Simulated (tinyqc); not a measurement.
Worked calculation: Hueckel theory of the pi electrons, for the molecule c1cc[nH]c1 (SMILES; centres numbered as the heavy atoms are written). One step of it, computed by the program tinyqc.

Task: Orbitals. Diagonalise; E = alpha + x beta with beta < 0, so the largest x are filled first; degenerate levels share their electrons. P = sum n_i c_ri c_si; each orbital has its largest coefficient positive (the first on a tie).

Hueckel matrix in units of beta (H = alpha + beta A):
```
          1C        2C        3C        4N        5C
1C  0.000000  1.000000  0.000000  0.000000  1.000000
2C  1.000000  0.000000  1.000000  0.000000  0.000000
3C  0.000000  1.000000  0.000000  0.800000  0.000000
4N  0.000000  0.000000  0.800000  1.500000  0.800000
5C  1.000000  0.000000  0.000000  0.800000  0.000000
```

pi electrons, sum of z_r less the charge = 6

Give: x values; occupations; coefficients; charge and bond-order matrix P.

Result:

x values: 2.320  1.189  0.618  -1.008  -1.618

occupations: 2.000  2.000  2.000  0.000  0.000

coefficients:
```
      MO1     MO2     MO3     MO4     MO5
1C  0.287   0.576  -0.372  -0.292   0.602
2C  0.287   0.576   0.372  -0.292  -0.602
3C  0.379   0.109   0.602   0.587   0.372
4N  0.740  -0.559   0.000  -0.374   0.000
5C  0.379   0.109  -0.602   0.587  -0.372
```

charge and bond-order matrix P:
```
        1C      2C      3C      4N      5C
1C   1.106   0.553  -0.104  -0.219   0.790
2C   0.553   1.106   0.790  -0.219  -0.104
3C  -0.104   0.790   1.035   0.440  -0.413
4N  -0.219  -0.219   0.440   1.720   0.440
5C   0.790  -0.104  -0.413   0.440   1.035
```
